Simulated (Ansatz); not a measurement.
# Structure relaxation of BaCuSF

Level of theory: DFT r2SCAN, scalar-relativistic, plane waves, PAW (Ansatz). Cutoff 500 eV, Γ-centred k mesh, Gaussian smearing, no spin polarisation in the final step.

The start is a database structure of BaCuSF, space group P4/nmm (No. 129).

```
Ba Cu S F
1.0
     4.12993    0.00000    0.00000
     0.00000    4.12993    0.00000
     0.00000    0.00000    9.10647
Ba Cu S F
2 2 2 2
Direct
  0.00000 0.50000 0.81990
  0.50000 0.00000 0.18010
  0.50000 0.50000 0.50000
  0.00000 0.00000 0.50000
  0.00000 0.50000 0.35651
  0.50000 0.00000 0.64349
  0.50000 0.50000 0.00000
  0.00000 0.00000 0.00000
```

Steps on the 8×8×4 mesh (8 atoms). 5 of 7 steps are shown, and the free energy counts from the last. Trial steps that were taken back and renewals of the plane-wave basis can be among the rows.

```csv
step,ΔF (meV/atom),V (Å³/atom),P (GPa),largest force component (eV/Å)
1,2.6,19.42,-1.65,0.199
2,5.2,18.64,1.53,0.544
3,0.2,18.95,-0.05,0.140
4,0.0,18.99,0.08,0.086
7,0.0,18.99,0.00,0.001
```

A final relaxation ran on a 8×8×4 mesh. The relaxed crystal, P4/nmm (No. 129):

```
Ba Cu S F
1.0
     4.09242    0.00000    0.00000
     0.00000    4.09242    0.00000
     0.00000    0.00000    9.06971
Ba Cu S F
2 2 2 2
Direct
  0.00000 0.50000 0.82094
  0.50000 0.00000 0.17906
  0.50000 0.50000 0.50000
  0.00000 0.00000 0.50000
  0.00000 0.50000 0.35675
  0.50000 0.00000 0.64325
  0.50000 0.50000 0.00000
  0.00000 0.00000 0.00000
```

```yaml
Volume_per_atom: 18.99 Å³
Density: 5.51 g/cm³
Energy_over_the_elements: -2.283 eV/atom
Gap_on_the_8×8×4_mesh: 1.86 eV
```

The zero of energy is the elements' standard structures at the same level (F₂ as a molecule); no fitted shifts are applied.

The final run used a 8×8×4 mesh on its 8-atom cell and 0.02 eV smearing.

A structure relaxed within its symmetry needn't be a true minimum.

Cost: 2 runs of about 7 core-minutes in all, on Arm Neoverse V1 (shared hosts).